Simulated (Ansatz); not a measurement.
Z-matrix (Å, degrees):
```
B
O 1 1.643
H 1 1.207 2 102.4
H 1 1.206 2 103.2 3 120.2
H 1 1.213 2 104.3 3 -119.9
C 2 1.433 1 114.7 3 175.6
H 2 0.963 1 107.4 3 52.7
H 6 1.090 2 109.1 1 -179.7
H 6 1.087 2 105.9 1 61.5
H 6 1.091 2 110.2 1 -57.0
```

Total charge 0; spin multiplicity 1.

(1) List the r2SCAN/def2-TZVPP orbital energies in eV (Ansatz). (Best estimate.)

Results:

(1) Computed: Occupied: -518.36, -275.26, -178.92, -29.27, -19.24, -15.24, -13.92, -12.56, -11.07, -10.01, -9.02, -7.12, -6.84. Lowest empty: -0.24, 1.56, 2.10, 2.58, 2.92, 3.05, 3.52, 3.91.
